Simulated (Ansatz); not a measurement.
## How far each method lies from full CI for HAlSi, singlet

Geometry: a point of a stretch scan, not a stationary point.

```yaml
atoms:
  - { symbol: Si, position_ang: [0.0000, 0.0000, 2.2196] }
  - { symbol: Al, position_ang: [0.0000, 0.0000, -0.3124] }
  - { symbol: H, position_ang: [0.0000, 0.0000, -1.9072] }
```

Basis 6-31G; Ansatz 0.2.0. Only valence electrons are correlated (noble-gas cores frozen), which leaves 8 electrons in 18 orbitals. Prefix R: restricted or restricted open-shell reference; prefix U: unrestricted. Active spaces: valence = (8e, 9o) chosen from the atoms' valence shells; pair = (2e, 2o) about the gap.

Full CI is exact within this basis and frozen core; it isn't the basis-set limit. The frozen core follows each run's orbitals, which can shift R against U totals by a few meV.

The determinant fills πx and πy unequally, so it is a mixture of Σ and Δ, which weighs on every level built on one determinant.

- UHF ⟨S²⟩: 1.000
- T1 diagnostic (RCCSD): 0.0422
- largest doubles amplitude (RCCSD): 0.185

```json
{"level": "RHF", "E − E(full CI) (kcal/mol)": "68.39", "share of correlation (%)": "0.00", "wall time": "–"}
{"level": "UHF†", "E − E(full CI) (kcal/mol)": "51.63", "share of correlation (%)": "–", "wall time": "–"}
{"level": "RMP2", "E − E(full CI) (kcal/mol)": "22.27", "share of correlation (%)": "67.44", "wall time": "–"}
{"level": "UMP2†", "E − E(full CI) (kcal/mol)": "11.75", "share of correlation (%)": "–", "wall time": "–"}
{"level": "CISD", "E − E(full CI) (kcal/mol)": "9.84", "share of correlation (%)": "85.60", "wall time": "0.55 s"}
{"level": "RCCSD", "E − E(full CI) (kcal/mol)": "4.97", "share of correlation (%)": "92.74", "wall time": "–"}
{"level": "UCCSD*†", "E − E(full CI) (kcal/mol)": "-5.68", "share of correlation (%)": "–", "wall time": "–"}
{"level": "RCCSD(T)", "E − E(full CI) (kcal/mol)": "2.70", "share of correlation (%)": "96.05", "wall time": "0.66 s"}
{"level": "UCCSD(T)*†", "E − E(full CI) (kcal/mol)": "-8.95", "share of correlation (%)": "–", "wall time": "4.8 s"}
{"level": "BCCD(T)", "E − E(full CI) (kcal/mol)": "2.84", "share of correlation (%)": "95.85", "wall time": "0.63 s"}
{"level": "RCCSDT*", "E − E(full CI) (kcal/mol)": "1.30", "share of correlation (%)": "98.10", "wall time": "–"}
{"level": "UCCSDT*†", "E − E(full CI) (kcal/mol)": "-12.53", "share of correlation (%)": "–", "wall time": "–"}
{"level": "CISDTQ", "E − E(full CI) (kcal/mol)": "1.18", "share of correlation (%)": "98.28", "wall time": "2.1 s"}
{"level": "RCCSDT(Q)*", "E − E(full CI) (kcal/mol)": "0.31", "share of correlation (%)": "99.55", "wall time": "1.8 s"}
{"level": "UCCSDT(Q)*†", "E − E(full CI) (kcal/mol)": "-13.46", "share of correlation (%)": "–", "wall time": "7.5 s"}
{"level": "RCCSDTQ*", "E − E(full CI) (kcal/mol)": "0.07", "share of correlation (%)": "99.90", "wall time": "8 s"}
{"level": "CASSCF (valence space)", "E − E(full CI) (kcal/mol)": "14.99", "share of correlation (%)": "78.09", "wall time": "–"}
{"level": "NEVPT2 (valence space)", "E − E(full CI) (kcal/mol)": "4.64", "share of correlation (%)": "93.21", "wall time": "6 s"}
{"level": "MRCISD (valence space)", "E − E(full CI) (kcal/mol)": "0.39", "share of correlation (%)": "99.43", "wall time": "–"}
{"level": "MRCISD+Q (valence space)", "E − E(full CI) (kcal/mol)": "0.06", "share of correlation (%)": "99.92", "wall time": "8 s"}
```

An asterisk marks runs whose energy the program itself flagged as in doubt. A dagger marks rows that describe another state than the reference (another or a broken symmetry, a higher spin or other natural occupations), so the difference isn't the method's error.

The correlation energy at full CI, counted from RHF, is -2.966 eV. That run took 22 s on 1 thread of Arm Neoverse V1, shared host over 2,341,648 determinants.

Run but not shown, since their state or frozen core can't be matched to the reference's or they repeat it: CASSCF (pair space), NEVPT2 (pair space).

Times hold each run's SCF and search for its determinant on a shared host, so for small cases they say little of a method's own cost; they ran on 1 thread of Arm Neoverse V1.

Unrestricted levels hold only the spin's projection, and here they fall towards a lower state of higher spin.

The full-CI state has the irrep A1 of C2v, in the program's axes (one component, if the state is degenerate).

Natural occupations of full CI about the gap: 1.963 1.957 1.909 0.961 0.934 0.078 0.074 0.072 0.020 0.008; effectively unpaired electrons, Σ n²(2−n)², 2.10. No single determinant describes this state well, so single-reference rows can miss without a flag.
